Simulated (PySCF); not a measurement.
## Worked example for N-methylacetamide: deprotonation at atom C4

Structure: `CNC(C)=O` (C3H7NO). Atom numbers as in the mapped SMILES `[CH3:1][NH:2][C:3]([CH3:4])=[O:5]`.

These are calculated values, ωB97X-D3(BJ)/ma-def2-TZVP in PySCF (grid level 2) at geometries from PBE0-D3(BJ)/ma-def2-SVP. The prefix ma- adds one diffuse s and one diffuse p function on all atoms but H. Thermal corrections: PBE0-D3(BJ)/ma-def2-SVP frequencies, unscaled, ideal gas at 298.15 K and 1 bar, quasi-RRHO entropy.

Step: `CNC(C)=O` → `C=C([O-])NC` + H⁺.

```jsonl
{"species": "CNC(C)=O", "charge": "0", "multiplicity": "1", "E / Eh": "-248.718102"}
{"species": "C=C([O-])NC", "charge": "-1", "multiplicity": "1", "E / Eh": "-248.096680"}
```

Thermal terms, products less reactant: Δ(H − E) = -33.58 kJ/mol, Δ(G − E) = -62.67 kJ/mol (the bare proton has no electronic energy, H = 5/2 RT). 1 Eh = 2625.50 kJ/mol.

Question: What are ΔE, ΔH and ΔG of this step?

Answer: ΔE = 0.621422 Eh = 1631.54 kJ/mol; ΔH = 1598.0 kJ/mol; ΔG = 1568.9 kJ/mol, all in the gas phase at 298.15 K and 1 bar. The digits show the arithmetic; the method itself can be off by 10 kJ/mol or more.

Caveats: N2 is not listed: the run failed or kept an imaginary mode, or the ion rearranged or equalled another; N–H, O–H and S–H positions are as a rule more acidic than C–H.
